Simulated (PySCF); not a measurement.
Work out the structure from these simulated measurements.

Formula: C5H9N.

- Dipole: 1.96 D [PBE0/def2-SVPD]
- 13C NMR: chemical shifts (computed TMS as zero) by class: 167.8 (1 C), 150.1 (1 C), 98.3 (1 C), 27.2 (1 C), 13.1 (1 C) ppm [GIAO PBE0/pcSseg-1]
- Triplet: lowest triplet excitation (Tamm–Dancoff): 3.38 eV [TDA PBE0/def2-SVPD]
- Rotational structure: rotational constants A, B, C: 8.225, 1.974, 1.746 GHz [GFN2-xTB]
- UV, first state: lowest singlet excitation: 4.36 eV (284 nm, f = 0.042) [TDDFT PBE0/def2-SVPD]
- Polarisability: 71.0 au [PBE0/def2-SVPD]

Gas-phase values; electronic properties from PySCF, density fitting. Levels stand in brackets. NMR shifts are as computed; neighbouring signals can stand in another order in a measured spectrum. Geometry: GFN2-xTB, one conformer, isolated molecule. NMR classes are plain means over equivalent atoms (diastereotopic ones count apart unless rotation or inversion swaps them), as if these changed places fast.

**Question.** What is the compound? Reason from the data.

**Answer.** Numbering: `[CH2:1]=[CH:2]/[N:3]=[CH:4]\[CH2:5][CH3:6]`. Its formula, C5H9N, gives 2 degrees of unsaturation: 0 rings and 2 π bonds in the structure found. 5 carbons fall into 5 classes; from least to most shielded: imine carbon [C4] (167.8 ppm), vinylic carbon bearing nitrogen [C2] (150.1 ppm), terminal =CH2 carbon [C1] (98.3 ppm), chain CH2 carbon [C5] (27.2 ppm), methyl carbon [C6] (13.1 ppm). S1 is mainly HOMO→LUMO (weight 0.89); the largest Löwdin shares of the orbital it empties are 0.34 on the imine nitrogen, 0.27 on the terminal =CH2 carbon, 0.17 on the vinylic carbon bearing nitrogen and 0.07 on the imine carbon, of the orbital it fills 0.28 on the imine carbon, 0.24 on the imine nitrogen, 0.13 on the terminal =CH2 carbon and 0.09 on the vinylic carbon bearing nitrogen. The optimised geometry has point group C1 and is an asymmetric top. Structure: `C=C/N=C\CC`. Computed isomers that give other values at the same levels: `CCCCC#N` (13C chemical shifts (computed TMS as zero) by class: 124.4 (1 C), 33.0 (1 C), 26.7 (1 C), 18.7 (1 C), 16.6 (1 C) ppm); `C=C[C@@H]1N[C@@H]1C` (13C chemical shifts (computed TMS as zero) by class: 144.0 (1 C), 117.3 (1 C), 38.2 (1 C), 35.9 (1 C), 15.0 (1 C) ppm); `C[C@H]1C=NCC1` (rotational constant A: 6.730 GHz; this holds for the one conformer computed). The assignments are read from this structure; whether some other isomer fits the data as well wasn't checked.

The values belong to the conformer `[CH2:1]=[CH:2]/[N:3]=[CH:4]\[CH2:5][CH3:6]`: C1–C2–N3–C4 -61°, N3–C4–C5–C6 -134°.
